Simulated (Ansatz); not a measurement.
Conformers of `FCCOCF`, each relaxed with PBE0-D4/def2-TZVP in Ansatz. CBS adds the triple-zeta coupled-cluster correction to the MP2 limit.

Not all of them had a frequency check.

Conformer A:

Z-matrix (Å, degrees):
```
C
C 1 1.498
F 1 1.380 2 110.7
H 1 1.094 2 109.8 3 119.4
H 1 1.094 2 110.5 3 -119.7
O 2 1.414 1 109.0 3 70.7
H 2 1.099 1 109.8 3 -50.1
H 2 1.096 1 109.1 3 -168.7
C 6 1.363 2 114.5 1 -166.0
F 9 1.383 6 111.2 2 -69.5
H 9 1.091 6 107.6 2 172.6
H 9 1.098 6 112.0 2 49.3
```

Conformer B:

Z-matrix (Å, degrees):
```
C
C 1 1.509
F 1 1.379 2 108.7
H 1 1.093 2 110.7 3 119.3
H 1 1.093 2 110.9 3 -119.3
O 2 1.414 1 106.8 3 -179.6
H 2 1.094 1 110.1 3 -59.1
H 2 1.098 1 110.1 3 60.5
C 6 1.366 2 114.4 1 -174.1
F 9 1.380 6 111.2 2 -70.2
H 9 1.098 6 112.0 2 48.7
H 9 1.091 6 107.5 2 171.9
```

(1) Which is lowest in electronic energy at CCSD(T)/CBS (frozen core, def2 sets), and by how much? (Best estimate.)

(2) Give the energies relative to A (kJ/mol) with PBE-D4/def2-TZVPP, B3LYP-D4/def2-TZVPP, ωB97X-V/def2-TZVPP, PBE/def2-TZVPP, SCS-MP2/def2-QZVPP, HF/CBS(def2), MP2/CBS(def2). (Best estimate.)

## Answers

(1) Ansatz gave: A; B lies 3.4 kJ/mol higher.

(2) Computed: 
```json
{"level": "PBE-D4/def2-TZVPP", "B": "5.7"}
{"level": "B3LYP-D4/def2-TZVPP", "B": "4.4"}
{"level": "ωB97X-V/def2-TZVPP", "B": "4.0"}
{"level": "PBE/def2-TZVPP", "B": "5.5"}
{"level": "SCS-MP2/def2-QZVPP", "B": "3.0"}
{"level": "HF/CBS(def2)", "B": "1.1"}
{"level": "MP2/CBS(def2)", "B": "4.0"}
```

B3LYP here is the variant with VWN-RPA as its local correlation; programs differ in this.
